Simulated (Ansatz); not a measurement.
# SiHO₂ (doublet): the correlation ladder, cc-pVTZ

One table from this session's results is given with a row withheld; the runs are named, their logs left out.

Program: Ansatz 0.2.0, Gaussian basis. Level of theory: cc-pVTZ, core rule «outside noble gas», up to 7 orbitals frozen. These are calculated values, not measurements.

The runs, in order: UHF; CCSD(T) on ROHF; CCSD(T) on UHF; BCCD(T) on ROHF; CCSDT(Q) on ROHF; CCSDT(Q) on UHF.

6 further runs of the same task are left out: 1 for a known fault of the program, 5 set aside as unsound or not needed.

## The system

The geometry is a PBE0/def2-TZVP stationary point (not a proven minimum).

4 atoms, charge 0, spin multiplicity 2.

Atoms are counted from 1 here; the program's logs count them from 0.

Bond lengths: O1–Si3 1.627 Å, O1–H4 0.965 Å, O2–Si3 1.525 Å. Angles: Si3–O1–H4 116.9°, O1–Si3–O2 127.5°.

Coordinates:

```xyz
4
charge 0, multiplicity 2
O     0.0000    0.1999    1.4346
O     0.0000    0.4066   -1.3852
Si    0.0000   -0.3871   -0.0832
H     0.0000    1.1595    1.5318
```

Set-up of the first run:

in.yaml

```yaml
crystal:
  periodic: [false, false, false]
  atoms:
    - {symbol: O, position_ang: [0.000000, 0.199858, 1.434628]}
    - {symbol: O, position_ang: [0.000000, 0.406627, -1.385152]}
    - {symbol: Si, position_ang: [0.000000, -0.387106, -0.083158]}
    - {symbol: H, position_ang: [0.000000, 1.159459, 1.531796]}
basis:
  gaussian: {orbitals: cc-pVTZ}
magnetization: {spin_polarized: true, initial_magnetization: 1}
hamiltonian: {xc: hf}
output: {orbitals: {seedname: orbitals}}
```

Started as:

```console
$ ansatz run in.yaml --threads 1 --pin off --events-out ev --progress --plain --max-ram 4096MiB --backend cpu
```

Among the steps run: UHF; CCSD(T) on ROHF; CCSD(T) on UHF; BCCD(T) on ROHF; CCSDT(Q) on ROHF; CCSDT(Q) on UHF.

One table of the session follows, with a row left open; its other results are not shown here.

| method | from UCCSDT(Q) (kJ/mol) |
| --- | --- |
| ROHF | +1586.9 |
| UHF | ? |
| RMP2 | +75.0 |
| UMP2 | +74.5 |
| RCCSD | +73.8 |
| UCCSD | +73.3 |
| RCCSD(T) | +6.3 |
| UCCSD(T) | +6.4 |
| BCCD(T) | +6.1 |
| RCCSDT | +5.3 |
| UCCSDT | +5.3 |
| RCCSDT(Q) | +1.4 |
| UCCSDT(Q) | 0 |

Q: Estimate the row for UHF from the others.

As computed: from UCCSDT(Q) (kJ/mol): +1578.7. In the column «from UCCSDT(Q) (kJ/mol)» it lies between RMP2 (+75.0) and ROHF (+1586.9).

With the free atoms at the same levels and basis (separate runs), the atomisation energy is 14.874 eV at UCCSDT(Q), 14.856 eV at RCCSD(T), 14.848 eV at UCCSD(T), 9.831 eV at ROHF.

Caveats from the session: Restricted and unrestricted rows rest on different reference determinants; where their highest levels disagree by more than a few hundredths of an eV, they describe different states and don't form one ladder.
